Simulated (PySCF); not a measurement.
# BH7N2: the cost of one run

Programs: PySCF 2.14.0, with density-fitted response routines of our own. Each step states its level of theory. These are calculated values for one molecule in the gas phase, unless marked as measured. Atoms count from 0, in the outputs and in this text.

**1. The molecule as given**

10 atoms, charge 0, multiplicity 1; geometry from: GFN2-xTB. The atoms were then displaced at random by about 0.01 Å, so the start is not that level's minimum.

Bonds of the start (Å): N0–B1 1.40, B1–N2 2.05, N0–H3 0.98, N0–H4 1.00, B1–H5 1.18, B1–H6 1.18, N2–H7 1.00, N2–H8 1.03, N2–H9 1.02.

**2. Geometry optimisation at PBE0-D3(BJ)/def2-SVP**

The job: settings as JSON, then the geometry in Å.

```
{"job": {"xc": "PBE0", "basis": "def2-SVP", "d3": "d3bj", "grid": 1, "shake": 0.01, "kind": "geom"}, "charge": 0, "multiplicity": 1}
N     -1.445210    -0.150700    -0.183340
B     -0.349560     0.689470    -0.428660
N      1.210540    -0.362240     0.387760
H     -1.696320    -0.886380    -0.787950
H     -1.989810    -0.118290     0.660310
H      0.084370     0.708070    -1.525310
H     -0.208780     1.640230     0.262340
H      1.330410    -1.246610    -0.074070
H      1.053990    -0.484810     1.401490
H      2.060800     0.190340     0.266380
```

On the command line:

```console
$ OMP_NUM_THREADS=1 python probes_run.py task.json out
```

This one command runs all jobs of the session in turn.

Q: Estimate the wall time and peak memory of this first job on 1 thread of Arm Neoverse V2, shared host.

About 28 s, with a peak of 0.33 GiB.
